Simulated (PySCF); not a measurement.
Isomers of C4H4, one GFN2-xTB conformer each. Single-point energies are computed at PBE0/pcSseg-1 (PySCF, gas phase, no added dispersion term), electronic only.

| SMILES | GFN2-xTB relative energy (kJ/mol) |
| --- | --- |
| C#CC=C | 0.0 |
| C1=CC=C1 | 117.3 |
| C=C=C=C | 23.4 |
| C=C1C=C1 | 80.0 |

**Question.** What does PBE0/pcSseg-1 give for the same structures?

**Answer.** 
| SMILES | PBE0/pcSseg-1 E (Eh) | PBE0/pcSseg-1 (kJ/mol) | GFN2-xTB (kJ/mol) | point group |
| --- | --- | --- | --- | --- |
| C#CC=C | -154.51936 | 0.0 | 0.0 | Cs |
| C=C=C=C | -154.51318 | 16.2 | 23.4 | D2h |
| C=C1C=C1 | -154.49205 | 71.7 | 80.0 | C2v |
| C1=CC=C1 | -154.46611 | 139.8 | 117.3 | D2h |

Both levels put the same isomer lowest; measured from each level's own lowest isomer, the values differ by up to 22.5 kJ/mol (C1=CC=C1: 117.3 against 139.8). As drawn, the lowest has a C≡C bond, which the highest lacks; the highest has a four-membered ring, which the lowest lacks.

**Question.** Which frontier levels, dipoles and rotational constants go with these structures?

**Answer.** 
| SMILES | HOMO (eV, PBE0/pcSseg-1) | LUMO (eV) | dipole (D) | A, B, C (MHz) |
| --- | --- | --- | --- | --- |
| C#CC=C | -7.21 | -0.93 | 0.43 | 50415, 4848, 4423 |
| C=C=C=C | -7.12 | -1.58 | 0.01 | 148309, 4051, 3943 |
| C=C1C=C1 | -6.10 | -0.54 | 1.95 | 29411, 7222, 5798 |
| C1=CC=C1 | -5.56 | -1.63 | 0.00 | 17167, 13232, 7472 |

**Question.** As an exercise, what shares would exp(−E/RT) give at 1000 K from these electronic energies alone (no entropy, no degeneracies)?

**Answer.** RT = 8.314 kJ/mol: C#CC=C 87.5 %, C=C=C=C 12.5 %, C=C1C=C1 under 0.1 %, C1=CC=C1 under 0.1 %.
